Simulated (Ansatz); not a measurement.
System: ethyl chloride, C2H5Cl (charge 0, singlet). SMILES: CCCl
Geometry: optimised at B3LYP-D3(BJ)/def2-TZVP (Ansatz, a program for electronic structure).

Quantity: enthalpy of formation at 298 K, in kcal/mol. Set-up: 6-311+G** with 5d, 6d on Na to Ar in Ansatz; UHF or UKS for open shells; non-relativistic; LANL2DZ with its own core potentials from Na on; 6-31G* and kin with 6d, 5d where marked; spin-orbit terms left out; frozen cores in correlated levels; dispersion terms only where a functional's name holds one. CBS marks a two-point X^-3 extrapolation of the correlation energy; Hartree-Fock from the larger set. [CCSD(T)-MP2]/basis is that difference in the basis named. First-principles rows: single points at B3LYP-D3(BJ) geometries (Ansatz), with unscaled harmonic terms from B3LYP/6-31G* at its own minima, enthalpies of formation by atomisation with measured atoms.

Measured values: Active Thermochemical Tables 1.112 (ions: stationary electron), as tabulated in the package chemicals; they hold spin-orbit and core effects, anharmonicity. 

Value to compare with, the measured value: -26.6 kcal/mol.

```json
[
 {"level": "B3LYP/STO-3G", "program": "Ansatz", "enthalpy of formation at 298 K (kcal/mol)": "-153.9", "error": "-127.3"},
 {"level": "B3LYP/3-21G", "program": "Ansatz", "enthalpy of formation at 298 K (kcal/mol)": "-10.6", "error": "16.0"},
 {"level": "B3LYP/LANL2DZ", "program": "Ansatz", "enthalpy of formation at 298 K (kcal/mol)": "-0.7", "error": "25.9"},
 {"level": "B3LYP/6-31G", "program": "Ansatz", "enthalpy of formation at 298 K (kcal/mol)": "-5.2", "error": "21.4"},
 {"level": "B3LYP/6-31G*", "program": "Ansatz", "enthalpy of formation at 298 K (kcal/mol)": "-22.4", "error": "4.2"},
 {"level": "B3LYP/6-31+G*", "program": "Ansatz", "enthalpy of formation at 298 K (kcal/mol)": "-17.4", "error": "9.2"},
 {"level": "B3LYP/6-31G**", "program": "Ansatz", "enthalpy of formation at 298 K (kcal/mol)": "-26.7", "error": "-0.1"},
 {"level": "B3LYP/def2-SVP", "program": "Ansatz", "enthalpy of formation at 298 K (kcal/mol)": "-22.3", "error": "4.3"},
 {"level": "B3LYP/cc-pVDZ", "program": "Ansatz", "enthalpy of formation at 298 K (kcal/mol)": "-11.2", "error": "15.4"},
 {"level": "B3LYP/6-311+G**", "program": "Ansatz", "enthalpy of formation at 298 K (kcal/mol)": "-17.5", "error": "9.1"},
 {"level": "B3LYP/def2-TZVPD", "program": "Ansatz", "enthalpy of formation at 298 K (kcal/mol)": "-20.9", "error": "5.7"},
 {"level": "RI-MP2/CBS(aug-cc-pV(T+d)Z,aug-cc-pV(Q+d)Z)+[CCSD(T)-MP2]/aug-cc-pV(T+d)Z", "program": "Ansatz", "enthalpy of formation at 298 K (kcal/mol)": "-27.0", "error": "-0.4"}
]
```

Among the 10 habitual levels, B3LYP/STO-3G lies farthest from the measured value (-127.3 kcal/mol) and B3LYP/6-31G** nearest (-0.1); 8 of 10 lie above it, and their mean absolute error is 23.3 kcal/mol, the median 12.3. One case shows no general order.

The sets are all those run for this method; runs whose electronic state is in doubt are left out.
